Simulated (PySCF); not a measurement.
Bonds (- single, = double, # triple, : aromatic): Cl1-B2 1.739 Å, B2-Cl3 1.739 Å. B2 carries H4.

Geometry: PBE0-D3(BJ)/def2-SVP; GIAO shifts from PySCF 2.14, gas phase, non-relativistic, averaged over equivalent atoms.

At PBE0/pcSseg-1 (70 basis functions, 2.3 s wall time on 1 thread of an AMD EPYC 9R45 96-Core, shared host):
| atoms | δ (ppm) |
| --- | --- |
| Cl1/Cl3 | 312.5 |
| B2 | 60.9 |
| H4 | 6.44 |

References, each an isolated molecule treated in the same way: 35Cl (943.27 ppm) against HCl; 11B (100.73 ppm) against BF3·OEt2; 1H (31.27 ppm) against TMS.

Q: What do these become at B97-2/pcSseg-2?

A: 
| atoms | δ at B97-2/pcSseg-2 | change |
| --- | --- | --- |
| Cl1/Cl3 | 287.6 | -24.9 |
| B2 | 59.9 | -1.0 |
| H4 | 6.45 | +0.01 |

Scale: HCl for 35Cl (σ = 936.59 ppm); 11B (σ = 100.12 ppm) against BF3·OEt2; 1H (σ = 31.36 ppm) vs TMS (reference shieldings calculated alike).

The largest change is at Cl1/Cl3 (chlorine bonded to B). Cost: 136 basis functions, 2.6 s wall time on 1 thread of an AMD EPYC 9R45 96-Core, shared host.
